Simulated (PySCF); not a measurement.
Some computed properties have been withheld. Give your best values.

Boron monofluoride, BF (singlet state).
Numbering: `[B:1][F:2]`

```json
{"property": "point group", "level": "PBE0-D3(BJ)/def2-SVP", "value": "?"}
{"property": "rotational constant B (linear)", "level": "PBE0-D3(BJ)/def2-SVP", "value": "45.451 GHz"}
{"property": "dipole moment", "level": "PBE0/pcSseg-1", "value": "?"}
{"property": "HOMO energy", "level": "PBE0/pcSseg-1", "value": "-7.98 eV"}
{"property": "LUMO energy", "level": "PBE0/pcSseg-1", "value": "-0.96 eV"}
{"property": "isotropic shieldings of nuclei other than C and H, by class", "level": "GIAO PBE0/pcSseg-1", "value": "?"}
{"property": "largest of the computed one-bond spin–spin couplings (means over like bonds)", "level": "B3LYP/pcJ-1", "value": "?"}
```

Electronic properties: PySCF, gas phase, density fitting. Geometry: PBE0-D3(BJ)/def2-SVP; no solvent, vibrations or thermal averaging.

Give the point group.

C∞v.

Give the isotropic shieldings of nuclei other than C and H, by class.

71 (B1), 75 (F2) ppm.

Give the dipole moment.

1.01 D.

Give the largest of the computed one-bond spin–spin couplings (means over like bonds).

19F–11B -394.3 (F2–B1) Hz.

B corresponds to 1.516 cm⁻¹ and a moment of inertia of 11.1 u Å² (most abundant isotopes). In atomic units the dipole is 0.40 e·bohr (1 au = 2.5417 D). A dipole of 1.01 D is allowed in C∞v, and pure rotational transitions are dipole-allowed.
